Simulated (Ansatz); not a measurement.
Basis-set extrapolation for C5H12O (`CC(C)(C)CO`) (PBE0-D4/def2-TZVP geometry, frozen core, the Gaussian-basis code of Ansatz). Multiplicity 1, RHF reference.

```csv
,def2-TZVPP,def2-QZVPP
HF,-271.293824,-271.306647
MP2 correlation,-1.130894,-1.205187
CCSD(T) correlation,-1.233890,not run
```

Energies in hartree. Use E(X) = E(∞) + A·exp(−7.88·√X) for Hartree–Fock and E(X) = E(∞) + B·X^(−2.97) for correlation, with X = 3 and 4, and add CCSD(T) minus MP2 of the smaller set to the MP2 limit.

Question: What is the CCSD(T) energy at the basis-set limit?

Answer: HF limit: -271.306647 + (-0.012823) × 0.13774 = -271.30841. MP2 limit: -1.205187 + (-0.074293) × 0.74074 = -1.26022. Higher-order term: -1.233890 − (-1.130894) = -0.10300. Total: -272.67163 hartree, 377.9 kJ/mol below CCSD(T)/def2-TZVPP.
